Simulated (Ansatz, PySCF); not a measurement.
The pair A = C2H2 (SMILES C#C) (first 4 atoms), B = H2O (SMILES O); geometry from S66by8 set.
(charge 0, multiplicity 1):
```tsv
atom	x (Å)	y (Å)	z (Å)
C	-1.0163	0.0429	0.0336
H	0.0495	0.0126	0.0090
C	-2.2282	0.0767	0.0610
H	-3.2887	0.1070	0.0856
O	2.2791	-0.0730	-0.0578
H	2.8495	-0.6628	0.4392
H	2.8511	0.2780	-0.7432
```

Frozen-core correlation. Rows in 6-31G* carry no dispersion term and start afresh at each structure (6-31G* with six Cartesian d functions). MP2/6-31G* freezes PySCF's default core.

The values were computed with Ansatz (a quantum-chemistry and plane-wave program); PySCF for 6-31G* rows. Values without a source in brackets are computed.

Total energies (hartree), monomers frozen at their geometry in the pair:

```
structure              PBE/def2-TZVPPD    MP2/6-31G*  CCSD(T)/aug-cc-pVDZ
---------------------  ---------------  ------------  -------------------
AB                        -153.6400744  -153.2699402         -153.3999377
A in the pair's basis      -77.2524535   -77.0669446          -77.1210827
B in the pair's basis      -76.3834854   -76.1982409          -76.2748316
A                          -77.2524063   -77.0667285          -77.1204985
B                          -76.3834561   -76.1966764          -76.2738026
```

**Question.** Work out the interaction energy without and with the counterpoise correction, and the superposition error, for each level.

**Answer.** 
E(AB) − E(A) − E(B), times 627.509 kcal/mol, with the monomers in their own basis and then in the pair's basis:
- PBE/def2-TZVPPD: -2.64 uncorrected, -2.60 corrected; the monomers gain 0.05 kcal/mol from borrowed functions
- MP2/6-31G*: -4.10 uncorrected, -2.98 corrected; the monomers gain 1.12 kcal/mol from borrowed functions
- CCSD(T)/aug-cc-pVDZ: -3.54 uncorrected, -2.52 corrected; the monomers gain 1.01 kcal/mol from borrowed functions
